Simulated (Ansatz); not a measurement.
Z-matrix (Å, degrees):
```
Si
Si 1 2.330
Si 1 2.330 2 60.0
H 1 1.484 2 118.5 3 -108.3
H 1 1.484 2 118.5 3 108.3
H 2 1.484 1 118.6 3 -108.4
H 2 1.484 1 118.5 3 108.2
H 3 1.484 1 118.5 2 -108.2
H 3 1.484 1 118.6 2 108.3
```

Charge 0, multiplicity 1.

**Question.** List the PBE0/def2-TZVPP orbital energies in eV (Ansatz 0.2.0). (An estimate is asked.)

**Answer.** Computed: Occupied: -1802.59, -1802.59, -1802.59, -144.96, -144.95, -144.95, -99.63, -99.61, -99.61, -99.60, -99.60, -99.60, -99.59, -99.59, -99.59, -16.81, -13.76, -13.76, -10.72, -10.30, -9.82, -9.82, -6.94, -6.94. Lowest empty: -1.17, 0.07, 0.07, 0.18, 0.31, 2.04, 2.04, 2.41.
